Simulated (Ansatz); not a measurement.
System: hcp Zn. Method: PBE-D3(BJ) (Ansatz, an electronic-structure program, PAW).

Input file:

Ansatz 0.2 input:
```yaml
crystal:
  lattice:
    - [1.3041826435, -2.2589106009, 0.0]
    - [1.3041826435, 2.2589106009, 0.0]
    - [0.0, 0.0, 4.854198887]
  atoms:
    - { symbol: Zn, position: [0.3333333333, 0.6666666667, 0.25] }
    - { symbol: Zn, position: [0.6666666667, 0.3333333333, 0.75] }
basis:
  ecutwfc: 520
  ecutrho_ratio: 4
  xc_grid: 2
kpoints:
  mp_grid: { grid: [24, 24, 12] }
hamiltonian:
  xc: pbe
  dispersion: d3bj
  pseudopotentials: { kind: paw }
scf:
  occupations: { method: fermi_dirac, width: 0.05 }
  convergence: { dr2_threshold: 0.0000000002 }
output:
  forces: true
  stress: true
  eigenvalues: true
```

Excerpt of the program's output:

```
Crystal: 2 atoms, lattice volume = 28.601 Å³
Basis set: ecut = 520 eV, 775 PW (Γ), exchange–correlation on 40×40×80 points (8 copies of the dense FFT grid, shifted against one another)
Bands: 16, of which v1, the nominal top of the filled ones, is band 12 counted from 1 (11 counted from 0)
Symmetry: 24 space group operations
Space group: P63/mmc (ITA 194), of the structure as read, at distance tolerance 3.1e-5 Å
k-points: 427 of 6912
Functional: x = pbe(κ = 0.804, μ = 0.2195149727645171), c = pbe(β = 0.06672455060314922)
SCF iter   1: F=—  HF=-6638.897882 eV  |F-HF|=—  |Δ(HF+E_count)|=         —  Δρ=1.16e-3  dr2=2.00e-4
SCF iter   2: F=—  HF=-6638.898324 eV  |F-HF|=—  |Δ(HF+E_count)|=   4.42e-4  Δρ=8.25e-4  dr2=1.02e-4
  ...
SCF iter   7: F=—  HF=-6638.898338 eV  |F-HF|=—  |Δ(HF+E_count)|=   1.61e-9  Δρ=1.32e-6  dr2=2.43e-10
SCF iter   8: F=-6638.898338 eV  HF=-6638.898338 eV  |F-HF|=2.73e-12  |Δ(HF+E_count)|=  1.73e-11  Δρ=2.30e-7  dr2=7.45e-12
SCF 1 converged in 8 iterations: F = -6638.898338 eV  dr2 = 7.45e-12
SCF converged after 8 iterations
Free energy (F): -6638.898338 eV
Internal energy: -6638.895116 eV  (E = F + TS)
E sigma→0 (E₀):  -6638.896727 eV
Fermi energy:    12.025144 eV
--- Forces (eV/Å), atoms counted from 1 ---
  atom   1  Zn     0.00000000     0.00000000     0.00000000
  atom   2  Zn    -0.00000000    -0.00000000     0.00000000
--- Stress (GPa, compression-positive) ---
       -0.001171       0.000000       0.000000
       -0.000000      -0.001171       0.000000
        0.000000       0.000000       0.000702
  P = ⅓ Tr σ = -0.0005 GPa (-0.005 kbar)
```
